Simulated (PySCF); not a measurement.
NO2, SMILES [O]N=O, multiplicity 2. Geometry: ωB97X-D3(BJ)/def2-TZVP. The isomer is the one that the SMILES or the coordinates give; other isomers of the formula were not compared.

Q: Give the equilibrium geometry at ωB97X-D3(BJ)/def2-TZVP (PySCF confirms it by a frequency run) as bond lengths and angles, and its point group. (The exact figures need the calculation; the answer reports its results.)

A: point group C2v.
Atoms: O1 N2 O3. Bonds (Å): O1–N2 1.185, N2–O3 1.185. Bond angles (°): O1–N2–O3 134.5.
Charge 0, spin multiplicity 2.
